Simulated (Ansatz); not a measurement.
Basis sets compared for AlB₂. Charge 0, multiplicity 2. Geometry r2SCAN-D4/def2-TZVP. Ansatz on 4 threads of Arm Neoverse V2 on a shared host; times are rough, and most runs start from earlier orbitals.

Cartesian coordinates in Å:
```
B -0.1617 -0.9546 0.2235
B -0.2927 0.4757 0.8216
Al 0.4544 0.4789 -1.0451
```

At r2SCAN-D4/def2-TZVP, r2SCAN-D4/def2-TZVPD, PBE0-D4/def2-SVP, PBE0-D4/def2-TZVP and others the charge 0 doublet is spin-contaminated (final ⟨S²⟩ up to 0.87, 0.75 for a pure state). The structure comes from a short search, and lower isomers may exist.

Binding counts from free atoms (B doublet, Al doublet) in the same basis, without a counterpoise term.

| level | functions | energy (Eh) | HOMO (eV) | LUMO (eV) | binding per atom (eV) | wall time |
| --- | --- | --- | --- | --- | --- | --- |
| PBE-D4/def2-SVP | 46 | -291.5848 | -5.50 | -4.55 | 2.54 | 0.4 s |
| PBE-D4/def2-TZVP (with forces) | 99 | -291.7242 | -5.49 | -4.53 | 2.51 | 0.75 s |
| r2SCAN-D4/def2-TZVP | 99 | -291.8707 | -5.68 | -4.49 | 2.42 | 2.9 s |
| PBE0-D4/def2-SVP | 46 | -291.6020 | -6.43 | -3.84 | 2.35 | 0.6 s |
| PBE0-D4/def2-TZVP | 99 | -291.7407 | -6.40 | -3.79 | 2.31 | 3 s |

(1) Estimate the rows for PBE-D4/def2-TZVPD, r2SCAN-D4/def2-TZVPD, PBE0-D4/def2-TZVPD.

Results:

(1) 
```
               level  functions  energy (Eh)  HOMO (eV)  LUMO (eV)  binding per atom (eV)  wall time
   PBE-D4/def2-TZVPD        117    -291.7245      -5.49      -4.54                   2.51      1.1 s
r2SCAN-D4/def2-TZVPD        117    -291.8709      -5.68      -4.49                   2.42      3.9 s
  PBE0-D4/def2-TZVPD        117    -291.7409      -6.40      -3.79                   2.32      2.2 s
```
